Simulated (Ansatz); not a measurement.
Input for Ansatz (development build ahead of 0.2.0):

```yaml
crystal:
  periodic: [false, false, false]
  atoms:
    - { symbol: O, position_ang: [0.0, 0.0, 0.0] }
    - { symbol: O, position_ang: [0.0, 0.0, 1.815] }
basis:
  gaussian: { orbitals: pcseg-2 }
magnetization:
  spin_polarized: true
hamiltonian:
  xc: pbe
```

The input is written out in the form of the current development build from the run's settings.

Results

```json
{
  "Converged": "yes",
  "Total energy": "-150.08547 hartree",
  "Spin squared of the determinant": "1.041",
  "Stability test": "minimum"
}
```

Caution: another spin multiplicity may lie lower; the unrestricted determinant is a mixture of spin states.
